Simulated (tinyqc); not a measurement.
Ways to converge the cycle: SCF convergence aids in the sto-6g basis, for CH2, spin multiplicity 3. Computed by the program tinyqc with PySCF. UHF with one setting changed at a time; a run stops when the energy changes by less than 1e-09 hartree and the error matrix is below 1e-5. The start is the Wolfsberg-Helmholz matrix. Damping d keeps d of the old density; a shift (hartree) raises the virtual levels; DIIS n extrapolates F over n matrices.

Geometry (angstrom):
```
atom       x        y       z
C     0.0000   0.0000  0.0000
H     0.0000   0.9340  0.7290
H     0.0000  -0.9340  0.7290
```

lowest solution found by these runs and by PySCF with stability checks = -38.789904 hartree

Largest element of the error matrix X^T (FDS - SDF) X:
```
iteration    plain  damping 0.3  damping 0.6  shift 0.4   DIIS 3   DIIS 8
1          2.0e-01      2.0e-01      2.0e-01    2.0e-01  2.0e-01  2.0e-01
2          3.8e-02      7.5e-02      1.3e-01    6.7e-02  3.8e-02  3.8e-02
3          1.3e-02      3.2e-02      8.3e-02    3.1e-02  1.0e-02  1.0e-02
4          4.5e-03      1.7e-02      5.3e-02    1.5e-02  2.0e-03  2.0e-03
5          2.0e-03      8.9e-03      3.5e-02    7.4e-03  7.1e-04  7.0e-04
6          1.1e-03      4.7e-03      2.4e-02    4.0e-03  3.1e-04  3.0e-04
8          3.8e-04      1.7e-03      1.2e-02    1.4e-03  2.4e-05  1.1e-05
10         1.7e-04      7.7e-04      6.7e-03    4.9e-04  2.0e-06  1.3e-07
14         4.3e-05      2.1e-04      2.2e-03    1.1e-04        -        -
20         5.6e-06      4.8e-05      5.7e-04    2.1e-05        -        -
30               -            -      1.1e-04          -        -        -
45               -            -      1.6e-05          -        -        -
```

How each run ends:
```
run          iterations  E (hartree)         state
plain                20    -38.78990  lowest found
damping 0.3          28    -38.78990  lowest found
damping 0.6          50    -38.78990  lowest found
shift 0.4            24    -38.78990  lowest found
DIIS 3               10    -38.78990  lowest found
DIIS 8               10    -38.78990  lowest found
```

What does the comparison show, and why?

6 of 6 runs reach the lowest solution found, in 10 to 50 iterations (fastest: DIIS 3, DIIS 8). Plain steps already contract here, so damping only slows them. DIIS 3 and DIIS 8 gain by cancelling the error over several earlier matrices, much as a quasi-Newton step does.
